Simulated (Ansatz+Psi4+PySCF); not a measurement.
## doublet CH3ClF: levels of theory in one basis

```xyz
6

Cl    1.4547   -0.0012    0.0000
F    -0.3236    0.0046    0.0001
C    -2.3874   -0.0022   -0.0001
H    -2.4951   -0.8554   -0.6494
H    -2.4973   -0.1387    1.0631
H    -2.5015    0.9863   -0.4137
```

Basis set: cc-pVTZ on H, C, F; cc-pV(T+d)Z on Cl (spherical functions). Correlated methods keep 7 orbitals frozen. Correlation on ROHF uses semicanonical orbitals with singles. Charge 0, multiplicity 2.

Computed with Ansatz (development build ahead of 0.2.0) and Psi4 1.11; each method stands on the lowest determinant of its kind that the runs found.

```json
{"method": "ROHF", "E − E(ROHF) (eV)": "0.00", "<S²> of the determinant": "0.75"}
{"method": "UHF", "E − E(ROHF) (eV)": "-0.50", "<S²> of the determinant": "1.03"}
{"method": "ROHF-MP2", "E − E(ROHF) (eV)": "-17.27", "<S²> of the determinant": "–"}
{"method": "ROHF-CCSD", "E − E(ROHF) (eV)": "-18.22", "<S²> of the determinant": "–"}
{"method": "UHF-CCSD", "E − E(ROHF) (eV)": "-18.23", "<S²> of the determinant": "1.03"}
{"method": "ROHF-CCSD(T)", "E − E(ROHF) (eV)": "-18.93", "<S²> of the determinant": "–"}
{"method": "UHF-CCSD(T)", "E − E(ROHF) (eV)": "-18.91", "<S²> of the determinant": "1.03"}
```

Task: What does UHF-MP2 give on the same scale?

Result: -16.75 eV.

Caution for UHF, UHF-MP2, UHF-CCSD, UHF-CCSD(T): the unrestricted determinant is spin contaminated.
